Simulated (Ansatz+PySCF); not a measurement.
The numbers below are computed, except where a source is named.
**Several solutions for doublet LiH₂O**

```xyz
4

O     0.0000    0.0000   -0.2387
H     0.0000    0.0000    1.9095
Li   30.0000    0.0000   -0.5992
H    30.0000    0.0000    1.7976
```

Basis set: 6-31G (spherical functions). Charge 0, multiplicity 2.

ROHF was run from several starts with Ansatz (development build ahead of 0.2.0) and PySCF 2.14.0.

```
run  program                                 start  converged  energy (hartree)  <S²>
  A   Ansatz           search for the lowest state        yes         -83.10147  0.75
  B    PySCF    guess atom, instabilities followed        yes         -83.10147  0.75
  C   Ansatz               atomic start, no search        yes         -83.10147  0.75
  D    PySCF   guess minao, instabilities followed        yes         -83.10147  0.75
  E   Ansatz               stability test followed        yes         -83.10147  0.75
  F    PySCF                      program defaults        yes         -83.10147  0.75
  G    PySCF      guess 1e, instabilities followed        yes         -83.10147  0.75
  H    PySCF  guess huckel, instabilities followed        yes         -83.08129  0.75
```

Q: Which runs reached the lowest solution of this kind, and what is wrong with the others?

A: A, B, C, D, E, F, G reached the lowest solution found. Converged but too high: H by 0.55 eV. Convergence only shows a stationary point, and even a stable one can lie too high; stability tests and further starts are what find lower ones. Caution: this determinant is likely not that of the ground state. Caution: an unrestricted determinant lies well below (3.44 eV lower).
